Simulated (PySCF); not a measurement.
Consider hydrogen fluoride, `F` (HF). Non-hydrogen atoms are numbered in `[FH:1]`.

Energies: ωB97X-D3(BJ)/ma-def2-TZVP (PySCF, density fitting, integration grid level 2) on PBE0-D3(BJ)/def2-SVP structures. The prefix ma- adds one diffuse s and one diffuse p function on all atoms but H. ωB97X-D3(BJ) is ωB97X-V with D3(BJ) in place of VV10. Zero-point and thermal terms (298.15 K, 1 bar) come from unscaled PBE0-D3(BJ)/def2-SVP harmonic frequencies, with soft modes damped to free rotors in the entropy.

**Question.** What are the vertical and the adiabatic ionisation energy for forming the radical cation?

**Answer.** 16.26 eV vertical and 16.02 eV adiabatic, the latter with zero-point energy.

**Question.** Where does the unpaired spin of the relaxed radical cation sit?

**Answer.** F1 (fluorine) 1.02 (intrinsic atomic orbital populations).

**Question.** What oxidation potential follows in dichloromethane (IEF-PCM), given that Fc+/Fc comes at 4.70 V absolute with this functional and basis?

**Answer.** In the gas phase ΔG of oxidation is 15.977 eV, and solvation is -19.5 kJ/mol for the parent and -359.5 kJ/mol for the product, so the absolute potential is 12.45 V, or 7.75 V against Fc+/Fc. Fc+/Fc in dichloromethane, 4.70 V, is ωB97X-D3(BJ)/ma-def2-TZVP on PBE0-D3(BJ)/def2-SVP structures with GFN2-xTB thermal terms. Benchmark calculations put it near 5.0 V in acetonitrile and DMSO, so it is about 0.3 V low, and the value against it can read up to that much too high. The solvent is electrostatics only, on gas-phase structures; the absolute scale refers to an electron at rest in vacuum.

**Question.** How far is −ε(HOMO) from the vertical value by ΔSCF?

**Answer.** −ε(HOMO) = 14.55 eV, which is 1.71 eV below the ΔSCF value.
